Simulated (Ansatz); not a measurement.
F4S (`FS(F)(F)F`), relaxed with RKS PBE0-D4/def2-TZVP in the Gaussian-basis code of Ansatz from a GFN2-xTB geometry. The force threshold is 0.005 eV/Å; the program also tests the step.

The species carries charge 0 and has multiplicity 1.

Start:

```xyz
5

F    -1.310    0.371    0.202
S     0.063   -0.330   -0.280
F    -0.061   -1.393    1.030
F     0.173    0.818   -1.518
F     1.134    0.533    0.567
```

By how much does the energy fall, and how many steps does the optimiser take? (Best estimate.)

The calculation gave: 20.03 kJ/mol, in 6 steps.

Which bonds change most? (Estimate.)

Computed: S2–F5 from 1.616 to 1.553 Å; F1–S2 from 1.615 to 1.553 Å; S2–F3 from 1.692 to 1.649 Å; S2–F4 from 1.692 to 1.649 Å.

Give the relaxed structure. (Estimate.)

The calculation gave: 
```xyz
5

F    -1.265    0.334    0.174
S     0.064   -0.329   -0.280
F    -0.066   -1.324    1.029
F     0.162    0.827   -1.451
F     1.105    0.492    0.528
```
